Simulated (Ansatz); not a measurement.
# Lanthanum, dhcp: r²SCAN0 at the r²SCAN geometry

How do the levels change when part of the exchange is made exact, and what does it cost? Spin polarisation is left out. The cell comes from an earlier r²SCAN relaxation. Exact exchange is dear, so the k-mesh is coarse, and r²SCAN is run on the same mesh for comparison.

Program: Ansatz 0.2.0. Level of theory: DFT, plane waves (500 eV) with PBE-made PAW files, scalar-relativistic; functionals as named at each step. These are calculated values, not measurements.

**1. Starting point**

It takes space group P6_3/mmc (No. 194, hexagonal). Conventional cell: a = 3.787 Å, b = 3.787 Å, c = 12.062 Å, α = 90.00°, β = 90.00°, γ = 120.00°. Around La (site symmetry -3m) lie 12 La at 3.72 to 3.79 Å. La (site symmetry -6m2) has 12 La at 3.72 to 3.79 Å as nearest neighbours.

Coordinates:

```xyz
4
Lattice="3.7872 0.0000 0.0000 -1.8936 3.2798 0.0000 0.0000 0.0000 12.0621" Properties=species:S:1:pos:R:3 pbc="T T T"
La    0.0000    0.0000    0.0000
La    0.0000    0.0000    6.0310
La    0.0000    2.1865    9.0466
La    1.8936    1.0933    3.0155
```

**2. r²SCAN, coarse mesh**

The run with r²SCAN.

Input file input.yaml:

```yaml
crystal:
  lattice:
    - [3.7871654501, 0.0, 0.0]
    - [-1.893582725, 3.2797814882, 0.0]
    - [0.0, 0.0, 12.0620933628]
  atoms:
    - { symbol: La, position: [0.0, 0.0, 0.0] }
    - { symbol: La, position: [0.0, 0.0, 0.5] }
    - { symbol: La, position: [0.3333333333, 0.6666666667, 0.75] }
    - { symbol: La, position: [0.6666666667, 0.3333333333, 0.25] }
hamiltonian:
  xc: r2scan
  pseudopotentials:
    kind: paw
    azcp:
      La: "pseudopotentials/La.paw.azcp"
basis:
  ecutwfc: 500
  fft_grid_basis: typed
kpoints:
  mp_grid: { grid: [5, 5, 2], shift: [0, 0, 0] }
magnetization:
  spin_polarized: false
scf:
  occupations: { method: fermi_dirac, width: 0.1 }
```

**3. r²SCAN0 on the coarse mesh**

The run with r²SCAN0.

input.yaml, as its differences from that of step 2:

```diff
@@ -11,3 +11,3 @@
 hamiltonian:
-  xc: r2scan
+  xc: r2scan0
   pseudopotentials:
```

(Steps that only read results are left out.)

Q: Predict the outcome of this session. Wanted: r²SCAN: gap; r²SCAN0: gap.

As calculated:

```
                             quantity                         value
                          r²SCAN: gap  none (levels filled in part)
                         r²SCAN0: gap  none (levels filled in part)
  r²SCAN0: SCF cycles, exchange loops                         36, 3
r²SCAN0: CPU time over that of r²SCAN                            19
```

In words: Neither r²SCAN nor r²SCAN0 shows a clean gap on this mesh. r²SCAN0 cost 19 times the CPU time of r²SCAN. r²SCAN0 needed 3 outer loops of the exchange operator. The total energies in the logs cannot be compared from one functional to another.
